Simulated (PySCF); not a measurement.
CHCl3, SMILES ClC(Cl)Cl.

Coordinates come from a TPSSh-D3(BJ)/def2-SVP optimisation.

These are PySCF with PBE/def2-TZVPD values and carry that method's errors.

Symmetry labels are those of the subgroup Cs that the program uses (full group C3v).

### Question
List the valence orbital energies around the gap with their symmetry. (The exact figures need the calculation; the answer reports its results.)

### Answer

```json
[
 {"orbital": "HOMO−7", "symmetry": "A\"", "energy (eV)": "-11.99"},
 {"orbital": "HOMO−6", "symmetry": "A'", "energy (eV)": "-11.99"},
 {"orbital": "HOMO−5", "symmetry": "A'", "energy (eV)": "-8.73"},
 {"orbital": "HOMO−4", "symmetry": "A\"", "energy (eV)": "-8.73"},
 {"orbital": "HOMO−3", "symmetry": "A\"", "energy (eV)": "-8.02"},
 {"orbital": "HOMO−2", "symmetry": "A'", "energy (eV)": "-8.02"},
 {"orbital": "HOMO−1", "symmetry": "A'", "energy (eV)": "-7.92"},
 {"orbital": "HOMO", "symmetry": "A\"", "energy (eV)": "-7.53"},
 {"orbital": "LUMO", "symmetry": "A'", "energy (eV)": "-2.30"},
 {"orbital": "LUMO+1", "symmetry": "A'", "energy (eV)": "-1.09"},
 {"orbital": "LUMO+2", "symmetry": "A\"", "energy (eV)": "-1.09"},
 {"orbital": "LUMO+3", "symmetry": "A'", "energy (eV)": "-0.38"}
]
```
